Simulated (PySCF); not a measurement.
A geometry optimisation on `C=C1C=CC=C1`.

Method: PBE0/def2-SVP geometry optimisation, gas phase (PySCF 2.14.0). Start geometry: GFN2-xTB. A driver script takes a list of jobs; this job's settings line and coordinates (Å) are shown.

Input:
```
{"job": {"xc": "PBE0", "basis": "def2-SVP", "grid": 1, "kind": "geom"}, "charge": 0, "multiplicity": 1}
C      1.890388     0.547789    -0.407597
C      0.635240     0.183620    -0.138718
C      0.196047    -1.022942     0.563029
C     -1.145366    -1.006428     0.623331
C     -1.635310     0.200559    -0.030261
C     -0.588140     0.908412    -0.483647
H      2.113307     1.462163    -0.932913
H      2.730934    -0.057943    -0.110440
H      0.866929    -1.768081     0.947256
H     -1.785823    -1.744443     1.072010
H     -2.676966     0.452691    -0.117639
H     -0.600042     1.843917    -1.010439
```

**Question.** Give the output.

**Answer.** 
```
step   0  E = -231.74144316  max force = 0.010836
step   1  E = -231.74320423  max force = 0.001822
step   2  E = -231.74321072  max force = 0.000573
step   3  E = -231.74321161  max force = 0.000758
step   4  E = -231.74321409  max force = 0.000334
optimisation converged
```

Energies in Eh; «max force» is the largest Cartesian gradient component in Eh/bohr.

**Question.** Give the first gradient maximum in eV/Å.

**Answer.** With 1 Eh/bohr = 51.422 eV/Å, 0.557 eV/Å.

Main results: final energy -231.74321 Eh after 4 steps; dipole 0.68 D.

**Question.** How long does this job take on one thread, Arm Neoverse V2 (aarch64), shared host? And the peak memory of the process?

**Answer.** About 15 s, with 0.52 GiB resident at the peak, the Python interpreter and its libraries included.
Labels such as C1 count atoms from 1, the log's own numbers from 0.
